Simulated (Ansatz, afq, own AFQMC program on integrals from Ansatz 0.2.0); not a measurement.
Two steps: Ansatz 0.2.0 writes the Fock matrix and Cholesky factors of the valence space, and afq projects on them the lowest state that overlaps trial and start.

```yaml
crystal:
  periodic: [false, false, false]
  atoms:
    - {symbol: C, position_ang: [0.000000, 0.049608, 1.179588]}
    - {symbol: S, position_ang: [0.000000, -0.061689, -0.524179]}
    - {symbol: H, position_ang: [0.000000, 0.998979, 1.690196]}
    - {symbol: H, position_ang: [0.000000, -0.879228, 1.728954]}
    - {symbol: H, position_ang: [0.000000, 1.251603, -0.799831]}
basis:
  gaussian: {orbitals: cc-pVDZ}
magnetization: {spin_polarized: true, initial_magnetization: 1}
correlation: {method: ccsd_t, electrons: outside_noble_gas, hamiltonian_folder: ham}
```

```sh
$ ansatz run in.yaml --threads 1 --pin off --events-out ev --progress --plain --max-ram 1843MiB
```

Options of the walk:

```
--method free --trial cisd --walkers 60 --time-step 0.03 --max-blocks 80 --target-error 0.00043 --factor-cut 1e-05 --seed 2035 --times 0,0.21,0.42,0.81,1.2,1.8,2.4,3 --taylor-order 8
```

Times are imaginary, in 1/Eh. The walk had a cap of 1976 s.

Log:

```
orbitals 41  electrons 7 6  factors 324 of 454
reference energy -437.09768633 Eh
CCSD correlation -0.29096816 Eh in 10 cycles, weight of the determinant in the CISD state 0.8754
repeat  energy at the last time / Eh  error
    10  -437.397037  0.001684
    20  -437.397991  0.001434
    30  -437.397356  0.000999
    40  -437.397635  0.000889
    50  -437.397055  0.000785
    60  -437.397596  0.000720
    70  -437.397336  0.000655
    80  -437.397413  0.000592
time / (1/Eh)  energy / Eh  error  mean overlap
  0.00  -437.388941  0.000249  1.1436
  0.21  -437.393505  0.000250  1.1376
  0.42  -437.395259  0.000274  1.1399
  0.81  -437.396801  0.000334  1.1375
  1.20  -437.396911  0.000326  1.1465
  1.80  -437.397683  0.000446  1.1552
  2.40  -437.397556  0.000469  1.1616
  3.00  -437.397413  0.000592  1.1538
energy -437.397413 +/- 0.000592 Eh
```

The run passed its tests (error under three times the target), which doesn't prove that it has relaxed.

Against this walk (error 16.1 meV) on the same determinant: CCSD(T) 27.7 meV higher (within the noise), CCSDT(Q) 8.8 meV lower (within the noise). The error is statistical, and a free projection of finite length keeps a remainder of its start.

Cautions: remainder of the start not in the error; error above the target (16.1 against 11.7 meV).

The walk took 5.6 min on 1 thread of Arm Neoverse V2, on a shared host. The log's last line is the free-projection energy.

CCSDT and higher add their correlation energy to the determinant of the CCSD(T) run, since their own runs factorise the integrals more tightly (a shift of under 2 meV). A walk keeps the symmetry of its determinant, which the program's search chose and which needn't be the lowest solution, so a lower state of the same spin and another symmetry isn't excluded.
